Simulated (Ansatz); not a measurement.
# SiHCl₂ radical: small, medium and large basis sets

One table from this session's results is given with a row withheld; the runs are named, their logs left out.

The runs use Ansatz 0.2.0, Gaussian basis; one geometry, several basis sets.

Plan: PBE0-D4/def2-SVP; ωB97M-V/def2-SVP; PBE0-D4/def2-QZVPP; ωB97M-V/def2-QZVPP; CCSD(T)/cc-pV(D+d)Z; CCSD(T)/cc-pV(T+d)Z; CCSD(T)/cc-pV(Q+d)Z; the functionals' def2-TZVPP values are taken from earlier runs.

## Structure used throughout

The geometry comes from an earlier relaxation with PBE0-D4 in a triple-zeta def2 set; it is a stationary point.

SMILES `Cl[SiH]Cl`, 4 atoms, charge 0, spin multiplicity 2.

Atoms are counted from 1 here; the program's logs count them from 0.

Bond lengths: Cl1–Si2 2.047 Å, Si2–Cl3 2.047 Å, Si2–H4 1.488 Å. Angles: Cl1–Si2–Cl3 110.2°, Cl1–Si2–H4 108.0°, Cl3–Si2–H4 108.0°.

The first run:

in.yaml reads:

```yaml
crystal:
  periodic: [false, false, false]
  atoms:
    - {symbol: Cl, position_ang: [-1.646644, 0.177814, 0.889382]}
    - {symbol: Si, position_ang: [0.187626, -0.414158, 0.199985]}
    - {symbol: Cl, position_ang: [0.250858, -0.281336, -1.841739]}
    - {symbol: H, position_ang: [1.208160, 0.517690, 0.752372]}
basis:
  gaussian: {orbitals: def2-SVP}
magnetization: {spin_polarized: true, initial_magnetization: 1}
hamiltonian: {xc: pbe0, dispersion: d4}
output: {orbitals: {seedname: orbitals}}
```

Run with:

```console
ansatz run in.yaml --threads 2 --pin off --events-out ev --progress --plain --max-ram 32768MiB --backend cpu
```

Steps of the session up to this table: PBE0-D4 in def2-SVP; ωB97M-V in def2-SVP; PBE0-D4 in def2-QZVPP; ωB97M-V in def2-QZVPP.

One table of the session follows, with a row left open; its other results are not shown here.

It belongs to the step «Density functionals: the series». 

| functional | basis | HOMO (eV) | LUMO (eV) |
| --- | --- | --- | --- |
| PBE0-D4 | def2-SVP | ? | ? |
| PBE0-D4 | def2-TZVPP | -6.76 | -3.06 |
| PBE0-D4 | def2-QZVPP | -6.79 | -3.10 |
| ωB97M-V | def2-SVP | -8.39 | -1.34 |
| ωB97M-V | def2-TZVPP | -8.51 | -1.43 |
| ωB97M-V | def2-QZVPP | -8.56 | -1.51 |

Estimate the missing values for PBE0-D4, def2-SVP.

**Answer.** HOMO (eV): -6.67; LUMO (eV): -3.03. In the column «HOMO (eV)» it is the highest.
